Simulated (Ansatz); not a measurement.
# C₂H₄N+ (SMILES C=N[CH2+]): single points off equilibrium

A test off equilibrium: a structure displaced at random from a GFN2-xTB minimum is computed at several levels, and each is set against CCSD(T).

Computed with Ansatz 0.2.0, Gaussian basis. Level: single points in def2-TZVPP.

Correlated methods freeze the cores.

## (1) Starting geometry

7 atoms, charge 1, spin multiplicity 1.

Atoms are counted from 1 here; the program's logs count them from 0.

Bond lengths: C1–N2 1.226 Å, C1–H4 1.091 Å, C1–H5 0.945 Å, N2–C3 1.326 Å, C3–H6 0.854 Å, C3–H7 1.098 Å. Angles: N2–C1–H4 114.0°, N2–C1–H5 124.2°, H4–C1–H5 121.6°, C1–N2–C3 178.7°, N2–C3–H6 120.6°, N2–C3–H7 120.5°, H6–C3–H7 118.7°.

Geometry (Å):

```xyz
7
C2H4N
C    -0.9971   -0.2130   -0.7793
N    -0.0719    0.0097   -0.0071
C     0.9462    0.2570    0.8050
H    -1.9817    0.0180   -0.3698
H    -0.8857   -0.4849   -1.6777
H     1.3644    1.0007    0.7647
H     1.3206   -0.5219    1.4815
```

## (2) CCSD(T)/def2-TZVPP

run/in.yaml reads:

```yaml
crystal:
  periodic: [false, false, false]
  atoms:
    - {symbol: C, position_ang: [-0.997100, -0.213000, -0.779300]}
    - {symbol: N, position_ang: [-0.071900, 0.009700, -0.007100]}
    - {symbol: C, position_ang: [0.946200, 0.257000, 0.805000]}
    - {symbol: H, position_ang: [-1.981700, 0.018000, -0.369800]}
    - {symbol: H, position_ang: [-0.885700, -0.484900, -1.677700]}
    - {symbol: H, position_ang: [1.364400, 1.000700, 0.764700]}
    - {symbol: H, position_ang: [1.320600, -0.521900, 1.481500]}
basis:
  gaussian: {orbitals: def2-TZVPP}
total_charge: 1
correlation: {method: ccsd_t}
output: {forces: true}
```

The command line of these runs was not kept.

## (3) PBE0-D4/def2-TZVPP

Changes to run/in.yaml since step 2:

```diff
@@ -13,3 +13,3 @@
 total_charge: 1
-correlation: {method: ccsd_t}
-output: {forces: true}
+hamiltonian: {xc: pbe0, dispersion: d4}
+output: {forces: true, orbitals: {seedname: orbitals}}
```

## (4) wB97M-V/def2-TZVPP

Changes to run/in.yaml since step 3:

```diff
@@ -13,3 +13,3 @@
 total_charge: 1
-hamiltonian: {xc: pbe0, dispersion: d4}
-output: {forces: true, orbitals: {seedname: orbitals}}
+hamiltonian: {xc: {name: wB97M-V}}
+output: {forces: true}
```

## (5) r2SCAN-D4/def2-TZVPP

Changes to run/in.yaml since step 4:

```diff
@@ -13,3 +13,3 @@
 total_charge: 1
-hamiltonian: {xc: {name: wB97M-V}}
+hamiltonian: {xc: r2scan, dispersion: d4}
 output: {forces: true}
```

## (6) PBE-D4/def2-TZVPP

Changes to run/in.yaml since step 5:

```diff
@@ -13,3 +13,3 @@
 total_charge: 1
-hamiltonian: {xc: r2scan, dispersion: d4}
+hamiltonian: {xc: pbe, dispersion: d4}
 output: {forces: true}
```

## (7) HSE06-D4/def2-TZVPP

Changes to run/in.yaml since step 6:

```diff
@@ -13,3 +13,3 @@
 total_charge: 1
-hamiltonian: {xc: pbe, dispersion: d4}
+hamiltonian: {xc: hse06, dispersion: d4}
 output: {forces: true}
```

## (8) SPW92/def2-TZVPP

Changes to run/in.yaml since step 7:

```diff
@@ -13,3 +13,3 @@
 total_charge: 1
-hamiltonian: {xc: hse06, dispersion: d4}
+hamiltonian: {xc: lda}
 output: {forces: true}
```

(Steps that only read results are left out.)

What does the calculation give? Wanted: energy less free atoms, CCSD(T)/def2-TZVPP; RMS force component; RMS force error; HOMO and LUMO, PBE0-D4; T1 diagnostic.

As calculated:

| quantity | value |
| --- | --- |
| energy less free atoms, CCSD(T)/def2-TZVPP | -410.0 kcal/mol |
| RMS force component | 6.065 to 6.281 eV/Å over the methods |
| RMS force error | PBE0-D4 0.388, wB97M-V 0.258, r2SCAN-D4 0.313, PBE-D4 0.274, HSE06-D4 0.386, SPW92 0.556 eV/Å |
| HOMO and LUMO, PBE0-D4 | -16.15 and -8.39 eV |
| T1 diagnostic | 0.021 |

**Reading.** Against CCSD(T) the functionals' energies less atoms differ by -117.2 to -18.3 kcal/mol, PBE-D4 by -41.5 kcal/mol. The reference is not at the basis limit: in triple zeta CCSD(T) underbinds, which counts against methods that bind more; the gaps are no ranking. On forces the order runs from wB97M-V to SPW92. Frozen-core CCSD(T) forces in triple zeta carry basis errors of their own, and this is one geometry, so small gaps rank nothing. The restricted Hartree–Fock reference is unstable towards an unrestricted one at one or more of these structures.
